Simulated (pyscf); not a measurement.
H₂Se + GeH₂ [singlet] -> H₂Ge=Se + H₂ (concerted two-bond exchange; singlet surface; H–Se, H–Se broken, Ge–Se, H–H formed). Structures and frequencies: ωB97X-D3(BJ)/def2-SVP in PySCF. Energies in kcal/mol from the separated reactants.

| level | barrier | reaction energy |
|---|---|---|
| PBE/def2-TZVP | 13.3 | -27.5 |
| r²SCAN/def2-TZVP | ? | ? |
| B3LYP-D3(BJ)/def2-TZVP | ? | -25.2 |
| PBE0-D3(BJ)/def2-TZVP | 17.7 | -27.3 |
| M06-2X/def2-TZVP | 24.3 | -28.9 |
| ωB97M-D3(BJ)/def2-TZVP | 27.1 | -21.6 |

Task: Some entries are withheld; supply them.

Result: 
- r²SCAN/def2-TZVP, barrier: 15.2
- r²SCAN/def2-TZVP, reaction energy: -30.2
- B3LYP-D3(BJ)/def2-TZVP, barrier: 21.1

The functionals in the table span 13.7 kcal/mol in this barrier, from PBE to ωB97M-D3(BJ)/def2-TZVP. On the reactant side the descent ends in an adduct with a Ge–Se contact, 20.1 kcal/mol under the separated species and 42.3 kcal/mol under the saddle at ωB97X-D3(BJ)/def2-TZVP. What is counted as formed (Ge–Se) is already present as a longer contact in the reactant adduct; forming that adduct is a step of its own. At ωB97X-D3(BJ)/def2-TZVP the barrier from the zero used here is 22.2 kcal/mol. One saddle was located; it need not be the lowest between these sides. Elements up to Kr have no core potential and no relativistic terms here.
